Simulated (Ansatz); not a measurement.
**MgHF: one structure at several levels**

An exercise on one series of results from a longer session: the logs are not shown, and one member is left open.

The runs use Ansatz 0.2.0, Gaussian basis; single points in def2-TZVPP.

Cores are frozen in the correlated methods. The outer core shell of Li, Na, Mg and K is correlated.

## Where the work starts

SMILES `[F][MgH]`, 3 atoms, charge 0, spin multiplicity 1.

Atoms are counted from 1 here; the program's logs count them from 0.

Bond lengths: F1–Mg2 1.659 Å, Mg2–H3 1.613 Å. Angles: F1–Mg2–H3 174.5°.

As a file:

```xyz
3
FHMg
F    -1.3479    0.6827   -0.6451
Mg    0.0078    0.0099    0.0339
H     1.3114   -0.7602    0.5914
```

The first run:

Input file run/in.yaml:

```yaml
crystal:
  periodic: [false, false, false]
  atoms:
    - {symbol: F, position_ang: [-1.347900, 0.682700, -0.645100]}
    - {symbol: Mg, position_ang: [0.007800, 0.009900, 0.033900]}
    - {symbol: H, position_ang: [1.311400, -0.760200, 0.591400]}
basis:
  gaussian: {orbitals: def2-TZVPP}
correlation: {method: ccsd_t}
output: {forces: true}
```

The command line of these runs was not kept.

Steps of the session up to this table: CCSD(T)/def2-TZVPP; PBE0-D4/def2-TZVPP; wB97M-V/def2-TZVPP; r2SCAN-D4/def2-TZVPP; PBE-D4/def2-TZVPP; BLYP-D4/def2-TZVPP; revPBE-D4/def2-TZVPP.

One table of the session follows, with a row left open; its other results are not shown here.

| method | RMS force component (eV/Å) | angle to CCSD(T) forces (°) | dipole (D) |
| --- | --- | --- | --- |
| CCSD(T) | 1.115 | reference | 1.22 |
| PBE0-D4 | 1.076 | 2.3 | 1.27 |
| wB97M-V | ? | ? | ? |
| r2SCAN-D4 | 1.097 | 2.4 | 1.18 |
| PBE-D4 | 1.246 | 0.9 | 1.24 |
| BLYP-D4 | 1.298 | 1.5 | 1.24 |
| revPBE-D4 | 1.330 | 0.7 | 1.19 |

Q: Estimate the row for wB97M-V from the others.

As computed: RMS force component (eV/Å): 1.137; angle to CCSD(T) forces (°): 0.9; dipole (D): 1.23. In the column «RMS force component (eV/Å)» it lies between CCSD(T) (1.115) and PBE-D4 (1.246).
